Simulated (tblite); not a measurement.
Input of a run (GFN2-xTB geometry optimisation, gas phase (tblite 0.8.0)), started from a force field or distance geometry:
```
{"job": {"kind": "relax", "xc": "GFN2-xTB", "basis": "xTB"}, "charge": 0, "multiplicity": 2}
N     -1.204800    -0.137900     0.172900
C      0.057200    -0.415500    -0.412600
O      0.115000    -1.401600    -1.200900
C      1.280600     0.371900    -0.109200
F      1.971800    -0.052200     1.010300
F      1.159200     1.710200    -0.257000
H     -1.435500     0.808000     0.592800
H     -1.934500    -0.873500     0.179200
```

Output (eV, eV/Å):
```
step      E/eV     max force
  0    -588.94486    4.479
  1    -589.18648    3.967
  2    -589.33242    1.243
  3    -589.38224    0.688
  4    -589.41482    0.498
  5    -589.43078    0.422
  6    -589.45066    0.430
  7    -589.46560    0.427
  8    -589.48371    0.406
  9    -589.50279    0.473
 10    -589.52344    0.573
 11    -589.54350    0.559
 12    -589.56599    0.465
 13    -589.58882    0.459
 14    -589.61112    0.446
 15    -589.63113    0.453
 16    -589.64460    0.379
 17    -589.65579    0.329
 18    -589.66735    0.388
 19    -589.68062    0.555
 20    -589.69872    0.516
 21    -589.72505    0.577
 22    -589.74394    0.475
 23    -589.76243    0.829
 24    -589.79504    0.509
 25    -589.82318    0.814
 26    -589.86540    0.566
 27    -589.90197    0.534
 28    -589.94351    0.995
 29    -589.85482    2.175
 30    -589.96657    0.363
 31    -589.97087    0.284
 32    -589.97750    0.164
 33    -589.97973    0.138
 34    -589.98153    0.117
 35    -589.98226    0.113
 36    -589.98357    0.107
 37    -589.98445    0.081
 38    -589.98500    0.054
 39    -589.98528    0.058
 40    -589.98566    0.067
 41    -589.98640    0.086
 42    -589.98754    0.129
 43    -589.98855    0.066
 44    -589.98889    0.039
 45    -589.98903    0.045
 46    -589.98913    0.039
 47    -589.98925    0.037
 48    -589.98940    0.031
 49    -589.98960    0.032
 50    -589.98970    0.023
 51    -589.98974    0.009
```

Summarise the run.

The energy falls by 1.045 eV over 51 L-BFGS steps, the largest force on an atom goes from 4.48 to 0.009 eV/Å, and the atoms move by 0.600 Å rms after alignment. The bond that changes most is C4–F5 (ends: carbon bonded to C and 2 F; fluorine bonded to C), which shortens by 0.069 Å. Bonds longer at the end by more than 0.005 Å: 0 of 7; shorter: 7. Among the angles that change most is C2–C4–F5, from 114.5° to 124.4°. Among the dihedrals that turn most is N1–C2–C4–F5, from 86° to 180°. The energy rose by more than 1e-5 eV at step 29. The first step brought 23 % of the lowering.

What are the final bond lengths?

N1–C2 1.365 Å, C2=O3 1.219 Å, C2–C4 1.439 Å, C4–F5 1.313 Å, C4–F6 1.330 Å, N1–H7 1.004 Å, N1–H8 1.005 Å. Numbering counts from 1 in the input's order; the species is `NC(=O)[C](F)F` [radical].

The run took 0.13 s wall on one thread, Arm Neoverse V2 (aarch64), shared host with 32 logical CPUs at a one-minute load of 14.

Its GFN2-xTB frequencies are all real (lowest 54 cm⁻¹).

One conformer stands for the species.

These are computed values.
